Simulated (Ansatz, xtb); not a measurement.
**A geometry optimisation of CH5OS+ with r2SCAN-D4/def2-SVP**

The starting geometry of this gas-phase singlet has its atoms placed at random.

```xyz
8

C    -0.4736   -0.8546    0.5867
O     1.1678    0.7238   -1.0310
S    -0.3468    1.4204    0.0295
H    -1.6484    0.6245    0.7838
H     1.1788    0.0801   -0.3787
H     0.0755   -0.7753    1.6224
H    -0.1958   -1.7247    0.9203
H    -1.0528   -0.2091    0.0651
```

Question: Guess where an optimisation with r2SCAN-D4/def2-SVP ends from this start.

Answer: It ends as `C[OH+]S`. Distances that change by over a tenth: C1–H7 (0.97 → 1.10 Å). Contacts that close: C1–O2 (2.79 → 1.49 Å), O2–S3 (1.98 → 1.76 Å), S3–H4 (1.70 → 1.36 Å).

The energy falls by 10.46 eV over 21 steps:

| step | E − E(last) (eV) |
| --- | --- |
| 1 | 10.457 |
| 3 | 4.696 |
| 5 | 2.982 |
| 8 | 0.993 |
| 10 | 0.277 |
| 12 | 0.196 |
| 14 | 0.187 |
| 17 | 0.014 |
| 19 | 0.001 |
| 21 | 0.000 |

Final geometry (Å):

```yaml
atoms:
  - { symbol: C, position_ang: [-0.3034, -1.0187, 0.5063] }
  - { symbol: O, position_ang: [0.2994, 0.1647, -0.1701] }
  - { symbol: S, position_ang: [-0.6060, 1.6413, -0.4644] }
  - { symbol: H, position_ang: [-0.6580, 2.0061, 0.8463] }
  - { symbol: H, position_ang: [1.2577, 0.3025, -0.0132] }
  - { symbol: H, position_ang: [-0.4100, -0.7934, 1.5748] }
  - { symbol: H, position_ang: [0.3909, -1.8448, 0.3104] }
  - { symbol: H, position_ang: [-1.2659, -1.1727, 0.0079] }
```

From the same start GFN2-xTB ends elsewhere, in pieces: CH4 + HOS.

From so rough a start the end depends on the optimiser's path, so another program may land elsewhere. No frequencies were run, so the end isn't proven a minimum. Run with Ansatz 0.2.0, 76 s on 1 thread of Intel(R) Xeon(R) Processor @ 2.50GHz (Skylake/Cascade Lake) (shared host).
